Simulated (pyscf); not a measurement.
Single points on ωB97X-D3(BJ)/def2-SVP structures (PySCF, gas phase).

Question: Estimate the classical barrier height and the reaction energy of H₂N–V(=O)(F)–F + HF → O=V(F)(F)–F + NH₃ at ωB97M-D3(BJ)/def2-TZVP. The step runs on the singlet surface, breaks N–V, F–H and forms F–V, H–N; take the separated reactants as zero.

Answer: ΔE‡ = 35.6 kJ/mol, ΔE = -45.5 kJ/mol. Zero-point energy shifts the barrier by +2.0 kJ/mol. It is a four-centre exchange, with an imaginary mode of 643i cm⁻¹. On the product side the descent ends in an adduct with a N–V contact, 83.6 kJ/mol under the separated species and 159.8 kJ/mol under the saddle at ωB97X-D3(BJ)/def2-TZVP. What is counted as broken (N–V) persists as a longer contact in the product adduct; parting that adduct is a step of its own. This is the saddle that the search found; another between the same sides may lie lower.
